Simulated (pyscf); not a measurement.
Optimised with ωB97X-D3(BJ)/def2-SVP in PySCF.

SMILES: [OH][Ge]([OH])([OH])[Cl]
```xyz
8

O      1.6738     0.2234    -0.5954
Ge     0.0856     0.4980     0.0811
O      0.0412     2.0667     0.8502
O     -1.1088     0.4447    -1.1937
Cl    -0.3437    -1.0253     1.5331
H      2.3693     0.1684     0.0711
H     -0.8085     2.2672     1.2613
H     -1.1578    -0.4110    -1.6371
```

### Question
What is the homolytic dissociation enthalpy (298 K, ωB97M-D3(BJ)/def2-TZVP) of the Cl–Ge bond of `[OH][Ge]([OH])([OH])[Cl]`, to HO–Ge•(OH)–OH + Cl•?

### Answer
Cl–Ge to HO–Ge•(OH)–OH + Cl•: 98.2 kcal/mol. The 7 functionals that were run give +93.7 (B3LYP-D3(BJ)) to +102.4 kcal/mol (ωB97X-D3(BJ)). Other isomers of HO–Ge•(OH)–OH were not searched in full and may lie lower. Left out: the spin-orbit lowering of Cl. Elements up to Kr have no core potential and no relativistic terms here.
